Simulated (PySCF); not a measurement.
Input of a run (PBE0-D3(BJ)/def2-SVP geometry optimisation, gas phase (PySCF 2.14.0)), started from GFN2-xTB:
```
{"job": {"xc": "PBE0", "basis": "def2-SVP", "d3": "d3bj", "grid": 1, "kind": "geom"}, "charge": 0, "multiplicity": 1}
C      2.063431     0.232128    -0.053242
C      0.653506    -0.070642    -0.024920
C     -0.516223    -0.359315    -0.002328
C     -1.914189    -0.596940     0.028905
N     -2.832119     0.265831     0.090655
H      2.274954     0.930541    -0.862953
H      2.360036     0.690137     0.890445
H      2.643464    -0.677815    -0.205043
H     -2.218119    -1.641222    -0.003851
H     -2.505858     1.231951     0.119804
```

Output (energies in Eh, forces in Eh/bohr):
```
step   0  E = -209.69519006  max force = 0.022605
step   1  E = -209.69723492  max force = 0.001941
step   2  E = -209.69722671  max force = 0.002417
step   3  E = -209.69727132  max force = 0.000848
step   4  E = -209.69727497  max force = 0.000421
optimisation converged
```

Summarise the run.

The energy falls by 5.5 kJ/mol over 5 energy and gradient evaluations, the largest force component goes from 0.0226 to 4.2e-04 Eh/bohr, and the atoms move by 0.036 Å rms after alignment. Among the bonds, C3–C4 and C4–H9 change most and about equally (+0.015 to +0.016 Å). Bonds longer at the end by more than 0.005 Å: 9 of 9; shorter: 0. Among the angles that change most is C4–N5–H10, from 114.6° to 109.7°. The energy rose by more than 1e-6 Eh at step 2. The first step brought 98 % of the lowering.

What are the final bond lengths?

C1–C2 1.451 Å, C2≡C3 1.216 Å, C3–C4 1.434 Å, C4=N5 1.274 Å, C1–H6 1.101 Å, C1–H7 1.101 Å, C1–H8 1.101 Å, C4–H9 1.103 Å, N5–H10 1.026 Å. Numbering counts from 1 in the input's order; the species is `[H]/N=C\C#CC`.

The run used 95 basis functions and 35 SCF cycles in all. On one thread, Arm Neoverse V1, no GPU, on a shared host, this took 14 s wall.

No frequency check.
